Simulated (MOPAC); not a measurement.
MOPAC input (PM7):

```
PM7 1SCF GEO-OK AUX(PRECISION=9) THREADS=1
HCl

Cl   -0.00000000 1   -0.00000000 1   -0.07122178 1
H     0.00000000 1    0.00000000 1    1.21077034 1
```

Output:

```
 *******************************************************************************
 **                                                                           **
 **                              MOPAC v23.2.5                                **
 **                                                                           **
 *******************************************************************************
 ** MOPAC's Digital Object Identifier: https://doi.org/10.5281/zenodo.6511958 **
 **                                                                           **
 ** Please cite the open-source release paper for use of this MOPAC version:  **
 ** J. E. Moussa and J. J. P. Stewart (2026)                                  **
 ** MOPAC: An open-source semiempirical molecular orbital program             **
 ** J. Open Source Softw., 11(119), 8025, https://doi.org/10.21105/joss.08025 **
 *******************************************************************************

                              PM7 CALCULATION RESULTS

 *******************************************************************************
 *  PM7        - The PM7 Hamiltonian to be used
 *  GEO-OK     - OVERRIDE INTERATOMIC DISTANCE AND OTHER SAFETY CHECKS
 *  1SCF       - DO 1 SCF AND THEN STOP
 *  AUX        - OUTPUT AUXILIARY INFORMATION
 *******************************************************************************
PM7 1SCF GEO-OK AUX(PRECISION=9) THREADS=1
 HCl

   ATOM   CHEMICAL          X               Y               Z
  NUMBER   SYMBOL      (ANGSTROMS)     (ANGSTROMS)     (ANGSTROMS)

     1      Cl         -0.00000000  *  -0.00000000  *  -0.07122178  *
     2       H          0.00000000  *   0.00000000  *   1.21077034  *

          CARTESIAN COORDINATES

    NO.       ATOM           X           Y           Z

     1        Cl         -0.0000     -0.0000     -0.0712
     2         H          0.0000      0.0000      1.2108

 General Reference for PM7:
 "Optimization of Parameters for Semiempirical Methods VI: More Modifications to the
 NDDO Approximations and Re-optimization of Parameters", J. J. P. Stewart, J. Mol. Mod., 1:32, 19 (2013)
 https://link.springer.com/article/10.1007/s00894-012-1667-x

           Empirical Formula: H Cl  =     2 atoms

      MOLECULAR POINT GROUP   :   C*v

      RHF CALCULATION, NO. OF DOUBLY OCCUPIED LEVELS = 4

 -------------------------------------------------------------------------------
 PM7 1SCF GEO-OK AUX(PRECISION=9) THREADS=1
 HCl

     1SCF WAS SPECIFIED, SO BFGS WAS NOT USED
     SCF FIELD WAS ACHIEVED

                              PM7 CALCULATION
                                                       MOPAC v23.2.5 Linux

          FINAL HEAT OF FORMATION =        -20.45718 KCAL/MOL =     -85.59283 KJ/MOL

          COSMO AREA              =         54.55 SQUARE ANGSTROMS
          COSMO VOLUME            =         37.50 CUBIC ANGSTROMS

          IONIZATION POTENTIAL    =         11.721353 EV
          HOMO LUMO ENERGIES (EV) =        -11.721  2.018
          NO. OF FILLED LEVELS    =          4
          MOLECULAR WEIGHT        =         36.4609         POINT GROUP:  C*v

          MOLECULAR DIMENSIONS (Angstroms)

            Atom       Atom       Distance
            H     2   Cl     1     1.28199
            H     2   Cl     1     0.00000
           Cl     1    H     2     0.00000

          SCF CALCULATIONS        =          1

   ATOM   CHEMICAL          X               Y               Z
  NUMBER   SYMBOL      (ANGSTROMS)     (ANGSTROMS)     (ANGSTROMS)

     1      Cl         -0.00000000  *  -0.00000000  *  -0.07122178  *
     2       H          0.00000000  *   0.00000000  *   1.21077034  *

                             CARTESIAN COORDINATES

   1   Cl       -0.000000000    -0.000000000    -0.071221780
   2    H        0.000000000     0.000000000     1.210770340

           Empirical Formula: H Cl  =     2 atoms

      MOLECULAR POINT GROUP   :   C*v

                  EIGENVALUES
 -26.35366 -15.32573 -11.72135 -11.72135   2.01844  69.45701  69.70008  69.70008
  70.56491  70.56491

              NET ATOMIC CHARGES AND DIPOLE CONTRIBUTIONS

  ATOM NO.   TYPE          CHARGE      No. of ELECS.   s-Pop       p-Pop       d-Pop
    1         Cl          -0.221926        7.2219     1.98024     5.24063     0.00106
    2          H           0.221926        0.7781     0.77807
 DIPOLE           X         Y         Z       TOTAL
 POINT-CHG.     0.000     0.000     1.367     1.367
 HYBRID         0.000     0.000     0.403     0.403
 SUM            0.000     0.000     1.769     1.769

          ATOMIC ORBITAL ELECTRON POPULATIONS

     Atom    s        px        py        pz      x^2-y^2     xz        z^2       yz        xy
    1 Cl   1.98024   1.99994   1.99994   1.24074   0.00000   0.00006   0.00095   0.00006   0.00000
    2  H   0.77807

 **********************
 *                    *
 * JOB ENDED NORMALLY *
 *                    *
 **********************

 == MOPAC DONE ==
```
